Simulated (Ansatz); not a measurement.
**HfW2 (Fd-3m)**

These are results of DFT PBEsol, scalar-relativistic, plane waves, PAW (Ansatz 0.2.0), not measurements.

Cutoff 420 eV; k points 8×8×8 on the computed 6-atom cell (Γ-centred); Gaussian smearing, width 0.10 eV; no spin polarisation.

The structure is relaxed at this level of theory with its symmetry kept. Whether it is the stable form of this composition wasn't checked.

The structure is cubic, space group Fd-3m (No. 227). Conventional cell: a = 7.542 Å, b = 7.542 Å, c = 7.542 Å, α = 90.00°, β = 90.00°, γ = 90.00°. Around Hf (site symmetry -43m) lie 12 W at 3.13 Å and 4 Hf at 3.27 Å. W (site symmetry -3m) has 6 W at 2.67 Å as nearest neighbours.

```
Volume per atom                                                   : 17.87 Å³
Formation energy from the elements' standard states (uncorrected) : -0.155 eV/atom
Kohn–Sham band gap                                                : none (metal)
Density of states at the Fermi level                              : 2.50 states/eV per cell
Löwdin character within 0.5 eV of the Fermi level                 : W 5d 58 %, Hf 5d 28 %, unprojected 6 %
Bulk modulus                                                      : 232 GPa
Its pressure derivative                                           : 3.8
Bader charges (e)                                                 : Hf (2 in the cell) 1.35, W (4 in the cell) -0.67
```

Spin-orbit coupling is left out, which matters for the bands of heavy elements.